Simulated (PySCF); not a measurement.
# Silicon: a sound run and one with changed settings

Sound run: Si [Ne] 3s2 3p2, Si⁺ [Ne] 3s2 3p1. All numbers are calculated (PySCF 2.14, the spin-free X2C one-electron Hamiltonian (Gaussian nucleus), in jorge-DZP-DKH). In the sound run the correlated levels freeze [Ne]. The sound run starts from symmetry-adapted Hartree-Fock orbitals and uses a fine grid where one is needed.

Changed run: basis STO-3G, all-electron and non-relativistic. This setting is unsound on purpose.

```json
{"species": "Si", "method": "UHF", "sound run (hartree)": "-289.44986", "changed run (hartree)": "-285.46622", "converged": "yes"}
{"species": "Si", "method": "BP86", "sound run (hartree)": "-290.00508", "changed run (hartree)": "-285.94068", "converged": "yes"}
{"species": "Si", "method": "M06-L", "sound run (hartree)": "-289.95455", "changed run (hartree)": "-285.92415", "converged": "yes"}
{"species": "Si", "method": "MP2", "sound run (hartree)": "-289.49563", "changed run (hartree)": "-285.47352", "converged": "yes"}
{"species": "Si", "method": "CCSD(T)", "sound run (hartree)": "-289.51556", "changed run (hartree)": "-285.47963", "converged": "yes"}
{"species": "Si⁺", "method": "UHF", "sound run (hartree)": "-289.16977", "changed run (hartree)": "-285.32969", "converged": "yes"}
{"species": "Si⁺", "method": "BP86", "sound run (hartree)": "-289.70234", "changed run (hartree)": "-285.77344", "converged": "yes"}
{"species": "Si⁺", "method": "M06-L", "sound run (hartree)": "-289.65894", "changed run (hartree)": "-285.75729", "converged": "yes"}
{"species": "Si⁺", "method": "MP2", "sound run (hartree)": "-289.20512", "changed run (hartree)": "-285.34477", "converged": "yes"}
{"species": "Si⁺", "method": "CCSD(T)", "sound run (hartree)": "-289.22392", "changed run (hartree)": "-285.35653", "converged": "yes"}
```

Ionisation energy of Si:

```
 method  sound run (eV)  changed run (eV)
    UHF           7.621             3.715
   BP86           8.238             4.551
  M06-L           8.044             4.541
    MP2           7.905             3.503
SCS-MP2           7.832             3.461
   CCSD           7.925             3.350
CCSD(T)           7.936             3.350
```

A minimal basis cannot let orbitals breathe on ionisation and holds almost no correlation. The Hamiltonian changed with the basis, so the totals do not compare.

For comparison, NIST gives 8.152 eV between the lowest levels.
